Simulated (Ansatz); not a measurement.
We consider SnCl₂ (Pnma, No. 62), described by PBE0 (plane waves, PAW; Ansatz, an electronic-structure program).

Run with plane-wave cutoff 460 eV, 4×6×4 k mesh (along the axes of the cell as run), Fermi–Dirac smearing 0.01 eV, scalar-relativistic PAW data made under PBE.

Cell (measured lattice):

```
CELL_PARAMETERS angstrom
      7.79300     0.00000     0.00000
      0.00000     4.43000     0.00000
      0.00000     0.00000     9.20700
ATOMIC_POSITIONS crystal
  Cl 0.02200 0.25000 0.15500
  Cl 0.97800 0.75000 0.84500
  Cl 0.47800 0.75000 0.65500
  Cl 0.52200 0.25000 0.34500
  Cl 0.64400 0.25000 0.92500
  Cl 0.35600 0.75000 0.07500
  Cl 0.85600 0.75000 0.42500
  Cl 0.14400 0.25000 0.57500
  Sn 0.23100 0.25000 0.92600
  Sn 0.76900 0.75000 0.07400
  Sn 0.26900 0.75000 0.42600
  Sn 0.73100 0.25000 0.57400
```

Problem. What does this level give for the band gap, smallest direct gap on the k points sampled and direct gap at Γ?

Solution. 
- band gap: 4.58 eV
- smallest direct gap on the k points sampled: 4.90 eV
- direct gap at Γ: 5.10 eV

Note: cell and atoms aren't relaxed at this level (largest force component 0.17 eV/Å).

Spin–orbit coupling is not included.

The computed numbers hold no vibrational or temperature effects.
